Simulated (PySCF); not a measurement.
## Carbon: a sound run and one with changed settings

Sound run: C [He] 2s2 2p2, C⁺ [He] 2s2 2p1. All numbers are calculated (PySCF 2.14, no relativity, point nucleus, in 6-31G*). In the sound run the correlated levels freeze 1s2. The sound run starts from symmetry-adapted Hartree-Fock orbitals and uses a fine grid where one is needed.

Changed run: basis STO-3G. This setting is unsound on purpose.

| species | method | sound run (hartree) | changed run (hartree) | converged |
| --- | --- | --- | --- | --- |
| C | UHF | -37.68058 | -37.19839 | yes |
| C | B3LYP | -37.84469 | -37.35239 | yes |
| C | LDA | -37.45018 | -36.95337 | yes |
| C | MP2 | -37.73144 | -37.20823 | yes |
| C | CCSD(T) | -37.75128 | -37.21862 | yes |
| C⁺ | UHF | -37.28672 | -36.87037 | yes |
| C⁺ | B3LYP | -37.42567 | -36.99902 | yes |
| C⁺ | LDA | -37.02709 | -36.60249 | yes |
| C⁺ | MP2 | -37.32942 | -36.89090 | yes |
| C⁺ | CCSD(T) | -37.35440 | -36.91145 | yes |

Ionisation energy of C:

```
 method  sound run (eV)  changed run (eV)
    UHF          10.718             8.926
  B3LYP          11.402             9.616
    LDA          11.513             9.548
    MP2          10.940             8.635
SCS-MP2          10.830             8.577
   CCSD          10.794             8.359
CCSD(T)          10.799             8.359
```

A minimal basis cannot let orbitals breathe on ionisation and holds almost no correlation.

For comparison, NIST gives 11.260 eV between the lowest levels.
